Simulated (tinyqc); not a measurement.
Inside a calculation. Method: UKS/PBE0 in the sto-3g basis, for LiH+, spin multiplicity 2. One step of it, computed by the program tinyqc.

Task: Orthogonalisation. S = U s U^T; symmetric (Loewdin) form X = U s^(-1/2) U^T, so that X^T S X = 1.

overlap S, lower triangle:
```
           1Li 1s    1Li 2s   1Li 2px   1Li 2py   1Li 2pz     2H 1s
1Li 1s   1.000000
1Li 2s   0.241137  1.000000
1Li 2px  0.000000  0.000000  1.000000
1Li 2py  0.000000  0.000000  0.000000  1.000000
1Li 2pz  0.000000  0.000000  0.000000  0.000000  1.000000
2H 1s    0.007683  0.193464  0.000000  0.000000  0.290831  1.000000
```

Give: eigenvalues of S; X.

Result:

eigenvalues of S: 0.6202  0.8137  1.0000  1.0000  1.1800  1.3861

X, lower triangle:
```
          1Li 1s   1Li 2s  1Li 2px  1Li 2py  1Li 2pz   2H 1s
1Li 1s    1.0233
1Li 2s   -0.1279   1.0394
1Li 2px   0.0000   0.0000   1.0000
1Li 2py   0.0000   0.0000   0.0000   1.0000
1Li 2pz  -0.0040   0.0241   0.0000   0.0000   1.0349
2H 1s     0.0158  -0.1083   0.0000   0.0000  -0.1578  1.0508
```
